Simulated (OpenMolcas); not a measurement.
# PH2 (SMILES [PH2]): a chain of runs

Wanted: a single-point energy (ROHF/pcseg-0), then the energy (CASSCF(3,3)/pcseg-0), then the energy (CASPT2(3,3)/pcseg-0), then the energy (SC-NEVPT2(3,3)/pcseg-0), then a single-point energy (MRCI(3,3)/pcseg-0) of PH2. 

The results are computed with OpenMolcas 26.06.

## (1) Starting point

PH2 has 3 atoms, charge 0, and is taken as a doublet. As SMILES, `[PH2]`. The P1–H2 distance was set to 1.740 Å, away from the relaxed value.

Bond lengths: P1–H3 1.392 Å. A long bond or contact: P1–H2 1.740 Å.

## (2) The energy at ROHF/pcseg-0 (run 1)

The input, mol.xyz:

```xyz
3

P      0.615223    -0.635320     0.272748
H      0.111510     1.027360     0.172420
H     -0.525227    -1.057190    -0.405032
```

The input, step1.input:

```
&GATEWAY
BasLib = $CurrDir
Coord = mol.xyz
Basis = pcseg-0
Group = NoSym
&SEWARD
&SCF
UHF
Spin = 2
Scramble = 0.25
PrOrbitals = 1 1
&RASSCF
FileOrb = $Project.UnaOrb
Spin = 2
Nactel = 1 0 0
Inactive = 8
Ras2 = 1
OutOrbitals = Canonical
OrbListing = Nothing
```

The basis set pcseg-0 is read from a file made from the Basis Set Exchange's data (not shown).

Run with:

```sh
$ export MOLCAS_MEM=1860
$ pymolcas step1.input > step1.log
```

What it wrote:

```text
--- Start Module: gateway ---
[...]
--- Stop Module: gateway /rc=_RC_ALL_IS_WELL_ ---
[...]
      Basis functions           17
[...]
--- Start Module: scf ---
[...]
       Convergence after  15 Iterations
[...]
::    Total SCF energy                               -341.3871001038
[...]
      Total spin, S                                     0.5179813766
[...]
--- Stop Module: scf /rc=_RC_ALL_IS_WELL_ ---
--- Start Module: rasscf ---
[...]
      Number of active orbitals                  1
[...]
      Spin quantum number                      0.5
[...]
      Active orbitals                            1
[...]
      Number of CSFs                             1
[...]
      Number of root(s) required                 1
[...]
      Convergence after  7 iterations
[...]
      printout of CI-coefficients larger than  0.05 for root  1
      energy=    -341.384976
      conf/sym  1     Coeff  Weight
             1  u   1.00000 1.00000
      Natural orbitals and occupation numbers for root  1
      sym 1:   1.000000
      ************************************************************************************************************************
      *                                                    Final results                                                     *
[...]
::    RASSCF root number  1 Total energy:   -341.38497583
[...]
      Total electronic charge=   17.000000
      Total            charge=   -0.000000
[...]
      Dipole Moment (debye):
      Origin of the operator (angstrom)=    0.5650   -0.5974    0.2490
                   X= -9.6541E-01               Y= -5.0285E-02               Z= -5.4062E-01           Total=  1.1076E+00
      Quadrupole Moment (debye*angstrom):
[...]
--- Stop Module: rasscf /rc=_RC_ALL_IS_WELL_ ---
[...]
```

It took 2.3 s on 1 thread of Arm Neoverse V1, shared host; peak memory 0.37 GiB.

## (3) A single-point energy at CASSCF(3,3)/pcseg-0 (run 2)

mol.xyz is that of step 2.

The input, step2.inp:

```
&GATEWAY
BASLIB = $CurrDir
COORD = mol.xyz
BASIS = pcseg-0
GROUP = NoSym
&SEWARD
&RASSCF
FILEORB = $CurrDir/step1.RasOrb
SPIN = 2
NACTEL = 3 0 0
INACTIVE = 7
RAS2 = 3
ORBLISTING = Nothing
ORBAPPEAR = Compact
```

The basis set pcseg-0 is read from a file made from the Basis Set Exchange's data (not shown).

Run with:

```sh
$ export MOLCAS_MEM=1860
$ pymolcas step2.inp > step2.log
```

What it wrote:

```text
--- Start Module: gateway ---
[...]
--- Stop Module: gateway /rc=_RC_ALL_IS_WELL_ ---
--- Start Module: seward ---
[...]
      Basis functions           17
--- Stop Module: seward /rc=_RC_ALL_IS_WELL_ ---
--- Start Module: rasscf ---
[...]
      Number of active orbitals                  3
[...]
      Spin quantum number                      0.5
[...]
      Active orbitals                            3
[...]
      Number of CSFs                             8
[...]
      Number of root(s) required                 1
[...]
      Convergence after 16 iterations
[...]
      printout of CI-coefficients larger than  0.05 for root  1
      energy=    -341.411728
      conf/sym  111     Coeff  Weight
             1  2u0  -0.98155 0.96344
             4  udu  -0.05279 0.00279
             8  0u2  -0.18122 0.03284
      Natural orbitals and occupation numbers for root  1
      sym 1:   1.930603   1.000000   0.069397
      ************************************************************************************************************************
      *                                                    Final results                                                     *
[...]
::    RASSCF root number  1 Total energy:   -341.41172823
[...]
      Total electronic charge=   17.000000
      Total            charge=   -0.000000
[...]
      Dipole Moment (debye):
      Origin of the operator (angstrom)=    0.5650   -0.5974    0.2490
                   X= -9.9923E-01               Y=  6.2712E-02               Z= -5.4731E-01           Total=  1.1410E+00
      Quadrupole Moment (debye*angstrom):
[...]
--- Stop Module: rasscf /rc=_RC_ALL_IS_WELL_ ---
[...]
```

Wall time 1.8 s (1 thread of Arm Neoverse V1, shared host); peak memory 0.37 GiB.

## (4) A single-point energy at CASPT2(3,3)/pcseg-0 (run 3)

mol.xyz is that of step 3.

The input, step3.inp:

```
* H2P CASPT2
&GATEWAY
BasLib
$CurrDir
Coord
mol.xyz
Basis
pcseg-0
Group
NoSym
&SEWARD
&RASSCF
FileOrb
$CurrDir/step2.RasOrb
Spin
2
Nactel
3 0 0
Inactive
7
Ras2
3
OrbListing
Nothing
OrbAppear
Compact
&CASPT2
Imaginary
0.1
Frozen
5
```

The basis set pcseg-0 is read from a file made from the Basis Set Exchange's data (not shown).

Run with:

```sh
$ export MOLCAS_MEM=1860
$ pymolcas step3.inp > step3.log
```

What it wrote:

```text
--- Start Module: gateway ---
[...]
--- Stop Module: gateway /rc=_RC_ALL_IS_WELL_ ---
[...]
      Basis functions           17
[...]
--- Start Module: rasscf ---
[...]
      Number of active orbitals                  3
[...]
      Spin quantum number                      0.5
[...]
      Active orbitals                            3
[...]
      Number of CSFs                             8
[...]
      Number of root(s) required                 1
[...]
      Convergence after  4 iterations
[...]
      printout of CI-coefficients larger than  0.05 for root  1
      energy=    -341.411728
      conf/sym  111     Coeff  Weight
             1  2u0  -0.98155 0.96344
             4  udu  -0.05279 0.00279
             8  0u2  -0.18122 0.03284
      Natural orbitals and occupation numbers for root  1
      sym 1:   1.930604   1.000000   0.069396
      ************************************************************************************************************************
      *                                                    Final results                                                     *
[...]
::    RASSCF root number  1 Total energy:   -341.41172823
[...]
      Total electronic charge=   17.000000
      Total            charge=   -0.000000
[...]
      Dipole Moment (debye):
      Origin of the operator (angstrom)=    0.5650   -0.5974    0.2490
                   X= -9.9923E-01               Y=  6.2718E-02               Z= -5.4731E-01           Total=  1.1410E+00
      Quadrupole Moment (debye*angstrom):
[...]
--- Stop Module: rasscf /rc=_RC_ALL_IS_WELL_ ---
--- Start Module: caspt2 ---
[...]
 ###    WARNING: User changed nr of frozen orbitals.                         ###
 ###############################################################################
[...]
      E2 (Variational):          -0.0360598525
      Total energy:            -341.4477880848
[...]
      Reference weight:           0.98319
[...]
::    CASPT2 Root  1     Total energy:   -341.44778808
[...]
--- Stop Module: caspt2 /rc=_RC_ALL_IS_WELL_ ---
[...]
```

It took 1.8 s on 1 thread of Arm Neoverse V1, shared host; peak memory 0.37 GiB.

## (5) The energy at SC-NEVPT2(3,3)/pcseg-0 (run 4)

mol.xyz is that of step 4.

The input, step4.input:

```
&gateway
baslib
$CurrDir
coord
mol.xyz
basis
pcseg-0
group
NoSym
&seward
&rasscf
fileorb
$CurrDir/step2.RasOrb
spin
2
nactel
3 0 0
inactive
7
ras2
3
orblisting
Nothing
orbappear
Compact
&caspt2
sc-nevpt2
frozen
5
```

The basis set pcseg-0 is read from a file made from the Basis Set Exchange's data (not shown).

Run with:

```sh
$ export MOLCAS_MEM=1860
$ pymolcas step4.input > step4.log
```

What it wrote:

```text
--- Start Module: gateway ---
[...]
--- Stop Module: gateway /rc=_RC_ALL_IS_WELL_ ---
[...]
      Basis functions           17
[...]
--- Start Module: rasscf ---
[...]
      Number of active orbitals                  3
[...]
      Spin quantum number                      0.5
[...]
      Active orbitals                            3
[...]
      Number of CSFs                             8
[...]
      Number of root(s) required                 1
[...]
      Convergence after  4 iterations
[...]
      printout of CI-coefficients larger than  0.05 for root  1
      energy=    -341.411728
      conf/sym  111     Coeff  Weight
             1  2u0  -0.98155 0.96344
             4  udu  -0.05279 0.00279
             8  0u2  -0.18122 0.03284
      Natural orbitals and occupation numbers for root  1
      sym 1:   1.930604   1.000000   0.069396
      ************************************************************************************************************************
      *                                                    Final results                                                     *
[...]
::    RASSCF root number  1 Total energy:   -341.41172823
[...]
      Total electronic charge=   17.000000
      Total            charge=   -0.000000
[...]
      Dipole Moment (debye):
      Origin of the operator (angstrom)=    0.5650   -0.5974    0.2490
                   X= -9.9923E-01               Y=  6.2718E-02               Z= -5.4731E-01           Total=  1.1410E+00
      Quadrupole Moment (debye*angstrom):
[...]
--- Stop Module: rasscf /rc=_RC_ALL_IS_WELL_ ---
--- Start Module: caspt2 ---
[...]
 ###    WARNING: User changed nr of frozen orbitals.                         ###
 ###############################################################################
[...]
      E2 (Variational):          -0.0358665490
[...]
      E2 (Variational):          -0.0357746568
      Total energy:            -341.4475028890
[...]
      Reference weight:           0.98325
[...]
::    SC-NEVPT2 Root  1     Total energy:   -341.44750289
[...]
--- Stop Module: caspt2 /rc=_RC_ALL_IS_WELL_ ---
[...]
```

It took 1.8 s on 1 thread of Arm Neoverse V1, shared host; peak memory 0.37 GiB.

## (6) A single-point energy at MRCI(3,3)/pcseg-0 (run 5)

mol.xyz is that of step 5.

The input, step5.inp:

```
&GATEWAY
BasLib = $CurrDir
Coord = mol.xyz
Basis = pcseg-0
Group = NoSym
&SEWARD
&RASSCF
FileOrb = $CurrDir/step2.RasOrb
Spin = 2
Nactel = 3 0 0
Inactive = 7
Ras2 = 3
OrbListing = Nothing
OrbAppear = Compact
&MOTRA
LumOrb
Frozen = 5
&GUGA
Electrons = 7
Spin = 2
Inactive = 2
Active = 3
CIAll = 1
&MRCI
SDCI
```

The basis set pcseg-0 is read from a file made from the Basis Set Exchange's data (not shown).

Run with:

```sh
$ export MOLCAS_MEM=1860
$ pymolcas step5.inp > step5.log
```

What it wrote:

```text
--- Start Module: gateway ---
[...]
--- Stop Module: gateway /rc=_RC_ALL_IS_WELL_ ---
[...]
      Basis functions           17
[...]
      Number of active orbitals                  3
[...]
      Spin quantum number                      0.5
[...]
      Active orbitals                            3
[...]
      Number of CSFs                             8
[...]
      Number of root(s) required                 1
[...]
      Convergence after  4 iterations
[...]
      printout of CI-coefficients larger than  0.05 for root  1
      energy=    -341.411728
      conf/sym  111     Coeff  Weight
             1  2u0  -0.98155 0.96344
             4  udu  -0.05279 0.00279
             8  0u2  -0.18122 0.03284
      Natural orbitals and occupation numbers for root  1
      sym 1:   1.930604   1.000000   0.069396
      ************************************************************************************************************************
      *                                                    Final results                                                     *
[...]
::    RASSCF root number  1 Total energy:   -341.41172823
[...]
      Dipole Moment (debye):
      Origin of the operator (angstrom)=    0.5650   -0.5974    0.2490
                   X= -9.9923E-01               Y=  6.2718E-02               Z= -5.4731E-01           Total=  1.1410E+00
      Quadrupole Moment (debye*angstrom):
[...]
      *** WARNING: Default frozen orbitals is overwritten by user input.
      *** Default values:   5
[...]
--- Start Module: guga ---
[...]
--- Stop Module: guga /rc=_RC_ALL_IS_WELL_ ---
--- Start Module: mrci ---
[...]
       (But an ACPF correction will be computed)
       USE THE DEFAULT ACPF G-VALUE GFAC=  0.28571428571428570
[...]
                      CI ENERGY:  -341.45856558
[...]
                ACPF CORRECTION:    -0.00104256
[...]
      Total electronic charge=   17.000000
      Total            charge=   -0.000000
[...]
     ACPF CORRECTION:     -0.00104256
[...]
  CI State   1     Total energy:   -341.45856558     QDav:     -0.00147269     QACPF:     -0.00104256
[...]
--- Stop Module: mrci /rc=_RC_ALL_IS_WELL_ ---
[...]
```

Wall time 1.8 s (1 thread of Arm Neoverse V1, shared host); peak memory 0.37 GiB.

## (7) Results

| quantity | value |
| --- | --- |
| run 1, ROHF/pcseg-0: total energy | -341.38498 Eh |
| run 1, ROHF/pcseg-0: dipole moment | 1.11 D |
| run 2, CASSCF(3,3)/pcseg-0: total energy | -341.41173 Eh |
| run 2, CASSCF(3,3)/pcseg-0: dipole moment (CASSCF density) | 1.14 D |
| run 3, CASPT2(3,3)/pcseg-0: total energy | -341.44779 Eh |
| run 3, CASPT2(3,3)/pcseg-0: dipole moment (CASSCF density) | 1.14 D |
| run 4, SC-NEVPT2(3,3)/pcseg-0: total energy | -341.44750 Eh |
| run 4, SC-NEVPT2(3,3)/pcseg-0: dipole moment (CASSCF density) | 1.14 D |
| run 5, MRCI(3,3)/pcseg-0: total energy | -341.45857 Eh |
| run 5, MRCI(3,3)/pcseg-0: dipole moment (CASSCF density) | 1.14 D |
